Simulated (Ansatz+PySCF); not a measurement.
The numbers below are computed, except where a source is named.
Several solutions for doublet NO

```yaml
atoms:
  - { symbol: N, position_ang: [0.0000, 0.0000, -1.0358] }
  - { symbol: O, position_ang: [0.0000, 0.0000, 0.9063] }
```

Basis set: STO-3G (spherical functions). Charge 0, multiplicity 2.

PBE0 (unrestricted) was run from several starts with Ansatz (development build ahead of 0.2.0) and PySCF 2.14.0.

| run | program | start | converged | energy (hartree) | <S²> |
| --- | --- | --- | --- | --- | --- |
| A | PySCF | program defaults | yes | -127.72619 | 0.92 |
| B | Ansatz | stability test followed | yes | -127.80920 | 2.07 |
| C | Ansatz | atomic start, no search | yes | -127.80920 | 2.07 |
| D | Ansatz | search for the lowest state | yes | -127.85090 | 2.22 |

(1) Which runs reached the lowest solution of this kind, and what is wrong with the others?

Results:

(1) D reached the lowest solution found. Converged but too high: A by 3.39 eV, B by 1.13 eV, C by 1.13 eV. Convergence only shows a stationary point, and even a stable one can lie too high; stability tests and further starts are what find lower ones. Caution: another spin multiplicity may lie lower. Caution: the unrestricted determinant is a mixture of spin states.
